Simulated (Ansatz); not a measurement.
# CHSi (doublet): geometry optimisation

Where does this start of CHSi (doublet) end when it is relaxed?

Computed with Ansatz 0.2.0, Gaussian basis. Level: UKS PBE0/def2-TZVP.

## Step 1: Where the work starts

3 atoms, charge 0, spin multiplicity 2.

Atoms are counted from 1 here; the program's logs count them from 0.

Bond lengths: Si1–C2 1.720 Å, C2–H3 1.080 Å. Angles: Si1–C2–H3 131.9°.

The start was built by rule and, where that kept it together, relaxed with GFN2-xTB. Sticks and bond lists go by distance. 

## Step 2: Relaxation

in.yaml

```yaml
crystal:
  periodic: [false, false, false]
  atoms:
    - {symbol: Si, position_ang: [-0.561936, -0.033559, -0.001009]}
    - {symbol: C, position_ang: [1.158032, 0.008794, 0.002352]}
    - {symbol: H, position_ang: [1.858732, 0.830297, 0.000084]}
basis:
  gaussian: {orbitals: def2-TZVP}
magnetization: {spin_polarized: true, initial_magnetization: 1}
hamiltonian: {xc: pbe0}
relax: {f_tol: 0.004, max_steps: 80}
```

Started as:

```
$ ansatz run in.yaml --threads 1 --pin off --events-out ev --progress --plain --max-ram 1740MiB
```

Before running it: what results should come out? Wanted: energy gained; shift from the start; total energy; dipole moment; ⟨S²⟩.

The runs gave:

| quantity | value |
| --- | --- |
| steps | 7 |
| energy gained | 0.316 eV |
| shift from the start (rms) | 0.264 Å |
| total energy | -8922.5346 eV |
| dipole moment | 0.14 D |
| ⟨S²⟩ | 0.759 |

In words: The bonds of the start are those of the end. Si1–C2 went from 1.720 to 1.682 Å. No vibrations were run, so this is a stationary point, not a proven minimum, and this spin need not be the ground state's.
